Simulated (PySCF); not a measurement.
# Which is lower?

The two ends of one reaction step of BH$_{3}$SO, closed shell (PBE0-D4/def2-TZVP).

A:

```
atom    x (Å)    y (Å)    z (Å)
  B1  -0.8552   1.1626  -0.6465
  S2   1.3960  -0.8592   0.7343
  O3  -1.2694   0.2902  -1.3600
  H4   0.6722  -1.3110  -0.3025
  H5  -0.4877   2.0490   0.0263
  H6   0.5248  -1.3511   1.6280
```

B:

B1  (-0.049, 0.597, -0.249)
S2  (1.129, 0.111, 1.034)
O3  (-0.962, -0.202, -0.842)
H4  (-0.968, -1.112, -0.535)
H5  (0.004, 1.739, -0.593)
H6  (0.782, -1.184, 1.151)
(Å)

Program: PySCF 2.14 with density fitting (its default auxiliary sets; JK sets also for MP2 and CCSD(T)). Basis: def2-TZVPP. Cores are frozen in the correlated methods. B3LYP uses VWN-RPA correlation.

(1) Which structure is lower at CCSD(T), and by how much? (To be estimated.)

No T1 diagnostic of these runs exceeds 0.017.

Answers

(1) The calculation gives: B, by 24.99 kcal/mol (electronic energy, against the other). By their contacts, A is a complex of BHO ([BH][O]) + H₂S and B is BH₃SO ([OH][BH][SH]).

All methods give the same order:

```tsv
method	E(B) − E(A) (kcal/mol)
SPW92	-34.16
PBE-D4	-27.16
r2SCAN-D4	-28.53
PBE0-D4	-30.10
B3LYP-D4	-24.48
BHLYP-D4	-27.62
wB97M-V	-25.92
HF	-25.92
MP2	-24.67
CCSD	-25.46
CCSD(T)	-24.99
```

Labels in which every atom is bracketed show which atoms are joined, not bond orders.

For scale, one of the runs: CCSD(T)/def2-TZVPP, 146 basis functions, launched by `OMP_NUM_THREADS=4 python run.py`. The run took 98 s on 4 CPU threads of an Arm Neoverse N1 (shared host), with 0.87 GiB of host memory at its peak.
